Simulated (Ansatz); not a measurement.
C3H7FO2 can be A, `COC(F)OC`, or B, `CC(O)(F)CO`.

Calculated with Ansatz (gas phase, PBE0-D4/def2-TZVP geometries, no zero-point term in ΔE). CCSD(T)/CBS adds triple-zeta CCSD(T) − MP2 to the extrapolated MP2 energy (def2 sets, frozen cores). Functionals use def2-TZVPP. B3LYP here is the variant with VWN-RPA as its local correlation; programs differ in this. Each species was taken in one conformer, which may not be the lowest.

Task: Which isomer does CCSD(T)/CBS put lower? Give the gap. (An estimate is asked.)

Result: The calculation gave: B, by 20.3 kcal/mol.

Task: Give E(B) − E(A) in kcal/mol with B3LYP-D4, MP2/def2-TZVPP, PBE0-D4, B2PLYP, r2SCAN-D4, ωB97M-V, PBE-D4. (Estimate.)

Result: Computed: B3LYP-D4 -16.8, MP2/def2-TZVPP -20.3, PBE0-D4 -18.6, B2PLYP -17.4, r2SCAN-D4 -18.2, ωB97M-V -19.1, PBE-D4 -18.0. None reverses the order clearly.

Largest T1 diagnostic: 0.011.

The D4 term adds −0.8 kcal/mol with B3LYP and −0.4 kcal/mol with PBE0; it sums over pairs of atoms, weighted by their polarisabilities, and B3LYP, whose exchange is more repulsive, gets the larger term. In def2-TZVPP, CCSD(T) changes the Hartree–Fock value by −4.8 kcal/mol (the triples alone add −0.2 kcal/mol) and MP2 by −6.3 kcal/mol.
